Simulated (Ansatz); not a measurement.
`N/C=C(\O)F` → `C/N=C(/O)F`  (isomerisation)

Computed with Ansatz on PBE0-D4/def2-TZVP structures; ΔE is electronic, products minus reactants. CCSD(T)/CBS adds triple-zeta CCSD(T) − MP2 to the extrapolated MP2 energy (def2 sets, frozen cores). Double bonds are as drawn, so ΔE can hold a change between cis and trans. Functionals use def2-TZVPP. B3LYP here is the variant with VWN-RPA as its local correlation; programs differ in this. HSE06 is defined as in plane-wave codes. One conformer a species, not always the lowest.

```
             level  ΔE (kJ/mol)  difference from CCSD(T)/CBS
         r2SCAN-D4        -59.9                         -7.1
        r2SCAN0-D4        -59.4                         -6.6
          HSE06-D4        -55.3                         -2.5
            B2PLYP        -59.1                         -6.3
              BLYP        -54.2                         -1.4
            r2SCAN        -60.0                         -7.2
              PBE0        -55.6                         -2.8
             B3LYP        -55.1                         -2.3
           r2SCAN0        -59.5                         -6.7
             BHLYP        -58.1                         -5.3
         CAM-B3LYP        -56.1                         -3.3
           LC-ωPBE        -58.1                         -5.3
RPA@PBE/def2-TZVPP        -62.0                         -9.2
     CCSD/def2-SVP        -70.9                        -18.1
    MP2/def2-TZVPP        -62.4                         -9.6
   CCSD/def2-TZVPP        -58.9                         -6.1
       CCSD(T)/CBS        -52.8                            0
```

Largest T1 diagnostic among the species: 0.012.

Leaving LDA and LC-ωPBE aside and taking each functional with its dispersion term where it has one, the values, not all of them listed here, spread over 7.6 kJ/mol, from B97M-V to BLYP-D4. LDA lies +5.4 kJ/mol from PBE without D4. From BLYP to BHLYP (50 % exact exchange), in def2-TZVPP and without D4, ΔE moves by −3.8 kJ/mol. In def2-TZVPP, CCSD(T) changes the Hartree–Fock value by +9.9 kJ/mol (the triples alone add −0.2 kJ/mol) and MP2 by +6.6 kJ/mol.
